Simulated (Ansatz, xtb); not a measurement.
**CH4FSi: 4 structures ranked**

4 gas-phase structures of CH4FSi, found in a search over its isomers (lower ones may exist). Each was relaxed with GFN2-xTB:

A. `C[SiH]F`, a doublet
B. `F[CH][SiH3]`, a doublet
C. `[CH2][SiH2]F`, a doublet
D. `FC[SiH2]`, a doublet

**Question.** Make a reasoned guess at their ranking by r2SCAN-D4/def2-SVP single-point energy.

**Answer.** Calculated order at r2SCAN-D4/def2-SVP: A (0.0), C (10.0), D (52.7), B (55.2) kcal/mol.

Energies above the lowest of each column, in kcal/mol; the last columns are at BLYP-D3(BJ)/def2-SVP geometries and were run for some of them only (a dash: not run or not comparable):

```csv
structure,GFN2-xTB,HF/STO-3G,r2SCAN-D4/def2-SVP,BLYP-D3(BJ)/def2-SVP,CCSD(T)/def2-SVP + ΔMP2/def2-TZVPP
A,0.0,0.0,0.0,0.0,0.0
C,10.2,4.7,10.0,11.2,8.9
D,42.7,25.6,52.7,50.8,57.0
B,49.1,17.0,55.2,–,–
```

Every level run on A puts it lowest or level with the lowest. Flexible structures stand in one conformer each, not always the lowest. Frequencies (BLYP-D3(BJ)/def2-SVP) were run for A, C, D alone. The ΔMP2 step shifts differences by up to 4.8 kcal/mol, which makes them less sure. Open shells are spin-unrestricted. ΔMP2 is the change of the MP2 energy from the smaller to the larger basis.

Over these structures GFN2-xTB departs from r2SCAN-D4/def2-SVP by 4.1 kcal/mol on average once a common shift is removed. A GFN2-xTB relaxation took about 0.06 s and the r2SCAN-D4/def2-SVP energy about 2.3 s on a shared host (Ansatz 0.2.0, xtb 6.7.1).
